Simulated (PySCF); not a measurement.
2,2-difluoroethylamine, C₂H₅F₂N.
SMILES with atom numbers: `[NH2:1][CH2:2][CH:3]([F:4])[F:5]` (hydrogens: H6, H7 on N1; H8, H9 on C2; H10 on C3)

A GFN2-xTB structure was refined with PBE0-D3(BJ)/def2-TZVP geometry optimisation, gas phase (PySCF). Its GFN2-xTB values:

```csv
coordinate,GFN2-xTB
N1–C2,1.450 Å
N1–H6,1.015 Å
C2–C3,1.524 Å
C2–H8,1.093 Å
C3–F4,1.354 Å
C3–H10,1.099 Å
N1–C2–C3,108.6°
C2–C3–F4,110.9°
F4–C3–F5,106.1°
N1–C2–C3–F4,-168°
```

Task: How do these coordinates change at the PBE0-D3(BJ)/def2-TZVP level?

Result: 
| coordinate | PBE0-D3(BJ)/def2-TZVP (Å or °) | change |
| --- | --- | --- |
| C2–C3 | 1.505 | -0.019 |
| C3–H10 | 1.094 | -0.005 |
| C3–F4 | 1.357 | +0.003 |
| N1–H6 | 1.012 | -0.003 |
| N1–C2 | 1.448 | -0.002 |
| C2–H8 | 1.093 | 0.000 |
| F4–C3–F5 | 107.2 | +1.1 |
| C2–C3–F4 | 110.1 | -0.8 |
| N1–C2–C3 | 109.2 | +0.6 |
| N1–C2–C3–F4 | -178 | -10 |

The energy falls by 0.028 eV over 5 energy and gradient evaluations, the largest force component goes from 0.0065 to 2.1e-04 Eh/bohr, and the atoms move by 0.095 Å rms after alignment. The bond that changes most is C2–C3 (sp3 carbon bound to nitrogen to CHF2 carbon), which shortens by 0.019 Å. Bonds longer at the end by more than 0.005 Å: 1 of 9; shorter: 2. Among the dihedrals that turn most is H9–C2–C3–F5, from -51° to -61°. Rotational constants go from 9013, 3629, 2814 to 9043, 3725, 2847 MHz.

The run used 185 basis functions and 37 SCF cycles in all. The run took 32 s on an Arm Neoverse V2 with one thread, shared host with 96 logical CPUs at a one-minute load of 13, and the process peaked at 0.77 GiB of memory.

Stationary, but not proved a minimum. One conformer, not necessarily the lowest.
